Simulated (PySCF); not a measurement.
**Shapes and spin states of BH₂⁻**

Method: PySCF, PBE0, basis B def2-TZVPD, H def2-TZVPD (no relativity, density fitting).

Relaxations began from a few typed shapes and spin states; open shells are unrestricted. The search is not exhaustive: other isomers or separated fragments can lie lower, and high-lying points may rest on an excited occupation.

(1) Order these stationary points by electronic energy, lowest first, in kJ/mol from the lowest minimum.
A. broken-symmetry Ms = 0 (⟨S²⟩ 0.63) C2v: B–H 1.233 Å (×2); H–B–H 110.0°
B. triplet D∞h: B–H 1.186 Å (×2); H–B–H 180.0°
C. singlet (closed shell, unstable to spin polarisation) C2v: B–H 1.247 Å (×2); H–B–H 102.0°
D. triplet C2v: B–H 1.209 Å (×2); H–B–H 129.0°

(2) Which of them are minima?

## Answers

(1) D (0.0), A (7.6), C (21.8), B (27.8).

(2) By energy in kJ/mol, 0.0: minimum; 7.6: minimum; 21.8: minimum of the closed-shell surface only; 27.8: saddle point, 2 imaginary modes.

For the lowest minimum: the highest occupied level lies above zero, a sign of self-interaction error or too small a basis; response properties are unreliable. The lowest empty level of this anion is unbound, so it and the gap depend on the basis.

The electron or spin density has lower symmetry than the nuclear frame for the broken-symmetry Ms = 0 (⟨S²⟩ 0.63) C2v at 7.6 kJ/mol.
